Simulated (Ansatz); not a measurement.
Working through vertical spin-state energies of C₄H₅O, SMILES C=CC[C]=O

With Ansatz 0.2.0, Python API.

Run as a notebook:

```python
import ansatz as az
```

```python
SETTINGS = {
    "basis": "STO-3G",
    "functional": "r2scan0",
}
```

```python
system = (
    az.Crystal.molecule()
    .atom("C", [-1.5703, 0.3358, 0.1989])
    .atom("C", [-0.6298, -0.3793, -0.4259])
    .atom("C", [0.8239, -0.0173, -0.3377])
    .atom("C", [1.3489, -0.312, 1.0309])
    .atom("O", [2.5174, -0.0908, 1.3043])
    .atom("H", [-1.3066, 1.2015, 0.7991])
    .atom("H", [-2.6147, 0.0549, 0.1104])
    .atom("H", [-0.9259, -1.2344, -1.0267])
    .atom("H", [1.3938, -0.618, -1.0782])
    .atom("H", [0.9633, 1.0597, -0.575])
)
```

```python
setup = (
    system.calculation()
    .basis(gaussian=SETTINGS["basis"])
    .functional(SETTINGS["functional"])
)
found = {}
for unpaired in [1, 3]:
    report = setup.spin("collinear", total=unpaired).run().report
    s = unpaired / 2
    found[unpaired] = report["free_energy_ev"]
    print(f"2S+1 = {unpaired + 1}: E = {found[unpaired]:.5f} eV, <S^2> = {abs(report['mean_field']['state']['spin_squared']):.3f} (pure state {s * (s + 1):.2f})")
lowest = min(found, key=found.get)
for unpaired, e in found.items():
    print(f"multiplicity {unpaired + 1}: {(e - found[lowest]):.3f} eV above the lowest")
```

    2S+1 = 2: E = -6190.18486 eV, <S^2> = 0.752 (pure state 0.75)
    2S+1 = 4: E = -6185.82588 eV, <S^2> = 3.762 (pure state 3.75)
    multiplicity 2: 0.000 eV above the lowest
    multiplicity 4: 4.359 eV above the lowest

In order: multiplicity 2 (+0.00 eV) and multiplicity 4 (+4.36 eV), all at the one geometry.

Notes:
- The settings weren't tested for convergence.
- The geometry is a force-field or estimated start, not a minimum of this method, and the basis set is short of its limit. All parts are taken at fixed geometry, without zero-point energy.
- The species is open-shell (spin multiplicity 2).
- The whole script took 8 s on 1 thread of Arm Neoverse V2 (shared host), peak memory 0.22 GiB.

(Lines on the test bed's own set-up are left out of the output.)
